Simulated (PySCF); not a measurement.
Molecule: C₄H₅, charge 0, multiplicity 2. It need not be the lowest isomer of its formula. 
Geometry from a B3LYP-D3(BJ)/def2-TZVP (Ansatz) optimisation:
SMILES: C1[C@H]2C[C@@]12
```xyz
9

C      0.0558     1.1575     0.2832
C      0.0638    -1.1629     0.2583
C      0.7649     0.0061    -0.3252
C     -0.6769     0.0017    -0.3769
H      0.0231     1.2812     1.3661
H      0.0625     2.0844    -0.2786
H      0.0320    -1.3100     1.3383
H      0.0768    -2.0775    -0.3233
H     -1.4401     0.0072    -1.1389
```
Charge 0, spin multiplicity 2.

Dispersion corrections to the total energy (kcal/mol) from the dftd3 and dftd4 libraries through PySCF: D3(BJ) without and D4 with the three-body term, each with the damping fitted for the functional named.

```csv
functional,D3(BJ),D4
B2PLYP,-2.60,-2.22
HSE06,?,-2.42
B3LYP,?,-5.19
BP86,-5.09,-4.09
B2GP-PLYP,-1.90,?
r2SCAN,-0.88,-0.76
BHLYP,-4.46,-3.50
```

Fill in the missing entries.


- HSE06, D3(BJ): -2.00
- B3LYP, D3(BJ): -5.86
- B2GP-PLYP, D4: -1.29
